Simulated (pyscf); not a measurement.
Thermochemistry of product channels of BiH₃ + silyl (SiH₃•) on the doublet surface, in eV, from CCSD(T)/def2-TZVPP + ΔMP2(QZVPP) energies (ideal gas, 1 atm, RRHO with modes under 100 cm⁻¹ raised to 100, one conformer, R ln 2 for rigid chiral ones). Single points on ωB97X-D3(BJ)/def2-SVP structures (PySCF, gas phase). MP2 and CC: frozen core, UHF for open shells. ΔMP2 is the change of the MP2 total energy from the triple- to the quadruple-zeta basis.

| products | ΔE | ΔH(298 K) | ΔG(298 K) | ΔG(1200 K) |
|---|---|---|---|---|
| BiH₂• + silane (SiH₄) | -1.39 | -1.33 | -1.30 | … |
| H₃Si–BiH₂ + H atom (H•) | +0.37 | +0.33 | +0.42 | … |

Problem. Fill in the missing entries.

Solution. 
- BiH₂• + silane (SiH₄), ΔG(1200 K): -1.18
- H₃Si–BiH₂ + H atom (H•), ΔG(1200 K): +0.56

These are energies of the channels, which say nothing of barriers. The CCSD(T) − MP2 part came from Ansatz, without density fitting, on the same reference. The frozen core leaves the outer d or s,p core shells of the metals and heavy elements correlated in the MP2 and CC values, and def2-TZVPP describes them poorly, which can shift differences by a few kcal/mol. Elements past Kr carry the def2 core potentials, without spin-orbit coupling.
